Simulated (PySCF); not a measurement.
One entry of a table of gas-phase calculations, keyed by method. Lists by class give the value and the number of equivalent atoms.

```json
{
 "name": "hydrogen methyl disulfide",
 "formula": "CH4S2",
 "smiles": "CSS",
 "inchi": "InChI=1S/CH4S2/c1-3-2/h2H,1H3",
 "charge": 0,
 "multiplicity": 1,
 "geometry_level": "PBE0-D3(BJ)/def2-TZVP",
 "atoms_angstrom": [
  ["C", -0.908, -0.155, 0.457],
  ["S", 0.645, 0.552, 1.039],
  ["S", 2.017, -0.247, -0.237],
  ["H", -1.671, 0.172, 1.166],
  ["H", -0.859, -1.243, 0.455],
  ["H", -1.158, 0.215, -0.537],
  ["H", 1.959, 0.673, -1.222]
 ],
 "electronic_structure_code": "PySCF",
 "results": {
  "PBE0-D3(BJ)/def2-TZVP geometry optimisation, gas phase": {
   "rotational_constants_GHz": [17.151, 4.444, 3.701]
  },
  "CAM-B3LYP/aug-cc-pVTZ ground state and vertical TDDFT (core frozen in the response)": {
   "dipole_D": 1.78,
   "homo_eV": -8.3,
   "lumo_eV": 0.16,
   "S1_eV": 4.79,
   "T1_tda_eV": 4.13,
   "polarisability_au": 57.3,
   "r2_bohr2_about_centre_of_nuclear_charge": 361.3,
   "singlets_eV_and_f": [
    [4.79, 0.006],
    [5.17, 0.006],
    [5.76, 0.006],
    [5.96, 0.018],
    [6.2, 0.003],
    [6.74, 0.022],
    [6.99, 0.038],
    [7.03, 0.03],
    [7.2, 0.004],
    [7.3, 0.017]
   ],
   "triplets_tda_eV": [4.13, 4.52, 5.45, 5.59]
  },
  "PBE0/pcSseg-2 ground state and GIAO shieldings, non-relativistic": {
   "shift_vs_computed_TMS_C_by_class_ppm": [
    [30.1, 1]
   ],
   "shift_vs_computed_TMS_H_by_class_ppm": [
    [3.58, 1],
    [2.17, 3]
   ],
   "shielding_other_nuclei_by_class_ppm": [
    ["S", 526.1, 1],
    ["S", 534.2, 1]
   ],
   "charges_hirshfeld_e_by_atom": [-0.14, 0.0, -0.05, 0.06, 0.05, 0.05, 0.04]
  }
 }
}
```

With B = h/(8π²I), that is 505.379 GHz u Å² over I, the principal moments of inertia are 29.5, 113.7 and 136.5 u Å² (most abundant isotopes). The 10 singlets span 4.79 to 7.30 eV, and their oscillator strengths add up to 0.15.

Isolated species at its PBE0-D3(BJ)/def2-TZVP geometry (one conformer only). NMR classes are plain means over equivalent atoms (diastereotopic ones count apart unless rotation or inversion swaps them), as if these changed places fast; in this geometry the members of some classes differ.

Shape of the structure used: `[CH3:1][S:2][SH:3]`: H–S3–S2–C1 88°.
